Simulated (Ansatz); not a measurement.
System: litharge SnO. Method: PBE (plane waves, PAW; Ansatz, a quantum-chemistry and plane-wave program).

Settings: plane-wave cutoff 520 eV, 10×10×8 k mesh (along the axes of the cell as run), scalar-relativistic PAW data made under PBE.

Computed at the level's own relaxed cell.

Task: Give the computed elastic constant C11, elastic constant C13, polycrystal shear modulus (Hill average), elastic constant C66, elastic constant C33, elastic constant C12 and elastic constant C44.

Result: 
elastic constant C11: 82.9 GPa
elastic constant C13: 8.00 GPa
polycrystal shear modulus (Hill average): 19.6 GPa
elastic constant C66: 74.0 GPa
elastic constant C33: 20.1 GPa
elastic constant C12: 75.1 GPa
elastic constant C44: 18.3 GPa

Note: the cell comes from a level without a dispersion term, which matters for the spacing of layers, chains or molecules; the cell has widely spaced layers and the level no dispersion term, so their spacing and the moduli can rest on weak binding.

Elastic constants are with the ions relaxed.

Spin–orbit coupling is not included.

Computed values are for the static lattice.
